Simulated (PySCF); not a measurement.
# Molecular orbitals of SiP⁺

BLYP at R = 2.236 Å; Si pcseg-1, P pcseg-1; no relativity (PySCF 2.14). State: ³Σ⁻ (triplet), unpaired electrons π ↑↑. Only the outer orbitals are listed, counted within each symmetry.

```json
{"spin": "α", "orbital": "7σ", "occ.": "1", "ε (eV)": "-22.08", "on Si (%)": "23", "main shells (%)": "72 P s, 17 Si s"}
{"spin": "α", "orbital": "8σ", "occ.": "1", "ε (eV)": "-17.07", "on Si (%)": "67", "main shells (%)": "68 Si s, 25 P s"}
{"spin": "α", "orbital": "3π", "occ.": "1", "ε (eV)": "-13.03", "on Si (%)": "25", "main shells (%)": "75 P p, 24 Si p"}
{"spin": "α", "orbital": "3π", "occ.": "1", "ε (eV)": "-13.03", "on Si (%)": "25", "main shells (%)": "75 P p, 24 Si p"}
{"spin": "α", "orbital": "9σ", "occ.": "1", "ε (eV)": "-12.60", "on Si (%)": "51", "main shells (%)": "46 P p, 35 Si p, 15 Si s"}
{"spin": "α", "orbital": "4π", "occ.": "0", "ε (eV)": "-9.84", "on Si (%)": "76", "main shells (%)": "76 Si p, 24 P p"}
{"spin": "α", "orbital": "4π", "occ.": "0", "ε (eV)": "-9.84", "on Si (%)": "76", "main shells (%)": "76 Si p, 24 P p"}
{"spin": "α", "orbital": "10σ", "occ.": "0", "ε (eV)": "-6.12", "on Si (%)": "73", "main shells (%)": "72 Si p, 34 P p"}
{"spin": "β", "orbital": "7σ", "occ.": "1", "ε (eV)": "-20.96", "on Si (%)": "30", "main shells (%)": "65 P s, 24 Si s"}
{"spin": "β", "orbital": "8σ", "occ.": "1", "ε (eV)": "-16.39", "on Si (%)": "62", "main shells (%)": "62 Si s, 30 P s"}
{"spin": "β", "orbital": "9σ", "occ.": "1", "ε (eV)": "-12.26", "on Si (%)": "51", "main shells (%)": "46 P p, 38 Si p, 12 Si s"}
{"spin": "β", "orbital": "3π", "occ.": "0", "ε (eV)": "-11.74", "on Si (%)": "39", "main shells (%)": "60 P p, 39 Si p"}
{"spin": "β", "orbital": "3π", "occ.": "0", "ε (eV)": "-11.74", "on Si (%)": "39", "main shells (%)": "60 P p, 39 Si p"}
{"spin": "β", "orbital": "4π", "occ.": "0", "ε (eV)": "-9.00", "on Si (%)": "61", "main shells (%)": "61 Si p, 39 P p"}
```

Which are the highest filled and the lowest empty level, where do they sit, and how wide is the gap?

Highest filled β 9σ at -12.26 eV (in %: 46 P p, 38 Si p, 12 Si s); lowest empty β 3π at -11.74 eV (in %: 60 P p, 39 Si p); the gap at BLYP is 0.52 eV.

| Quantity | Value |
| --- | --- |
| bond order (Mayer) | 1.56 |
| ⟨S²⟩ | 2.004 |
| charge on Si (Mulliken, basis-dependent) | 0.67 |
| charge on Si (Löwdin, basis-dependent) | 0.64 |
| dipole moment (positive dipole points towards P; it is taken about the centre of mass and depends on that origin) | -1.59 D |

The state was picked by a PBE0 search and need not be the measured ground state.
